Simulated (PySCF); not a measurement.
Computed with PySCF and rigid-rotor harmonic-oscillator thermochemistry at 1 bar. Table values come from the NASA 1993 polynomials. All species are closed-shell singlets. The harmonic model lacks anharmonicity and excited electronic states, which grow with temperature; levels with a mode under 35 cm⁻¹ are left out. The table's entry may be an old estimate for C5H6 (cyclopentadiene) (not checked at source).

Harmonic frequencies at PBE0/def2-TZVP (cm⁻¹): 343, 527, 681, 718, 818, 818, 911, 944, 957, 959, 983, 1032, 1111, 1121, 1133, 1270, 1326, 1391, 1415, 1572, 1656, 3036, 3064, 3212, 3223, 3241, 3248. Point group C2v; S°(298 K) = 273.3 J/mol/K at this level.

Work out Cp and S° of gaseous C5H6 (cyclopentadiene) at 500, 800, 1200, 1600, 2000 K from these, and set them beside the table.


```tsv
T (K)	Cp PBE0/def2-TZVP	Cp table	S° PBE0/def2-TZVP	S° table
500	123.7	126.1	323.8	325.6
800	169.5	172.5	392.9	396.3
1200	202.7	204.5	468.6	473.0
1600	221.3	223.0	529.7	534.5
2000	232.3	234.8	580.4	585.6
```
Units J/mol/K.
